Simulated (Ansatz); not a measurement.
GeS (Pnma, No. 62), treated with G0W0@PBEsol (Ansatz, an electronic-structure program, hard PAW, contour deformation, complete-basis limit).

Run with largest k mesh 2×6×4 (not extrapolated in the mesh).

Cell (measured lattice):

```
GeS
1.0
   10.47000     0.00000     0.00000
    0.00000     3.64100     0.00000
    0.00000     0.00000     4.29700
Ge S
4 4
Cartesian
  6.51234   0.91025   1.60278
  9.19266   2.73075   3.75128
  1.27734   0.91025   0.54572
  3.95766   2.73075   2.69422
  8.89008   0.91025   2.15323
  6.81492   2.73075   0.00473
  3.65508   0.91025   4.29227
  1.57992   2.73075   2.14377
```

Q: What does this level give for the band gap?

A: 
- band gap: 1.59 eV (indirect)

Measured, for comparison: band gap 1.65 eV (room temperature, no zero-point or thermal correction, our sources range from 1.58 to 1.65; as tabulated in Setten et al. (2017), arXiv:1709.07349).

Note: filled d or f shells below the valence bands can shift G0W0 gaps through exchange with them, which wasn't tested here; cell and atoms aren't relaxed at this level; the gap holds a correction of +0.19 eV to the complete basis.

Spin–orbit coupling is not included.

Cost on a shared machine: very roughly 2.7 core-hours.
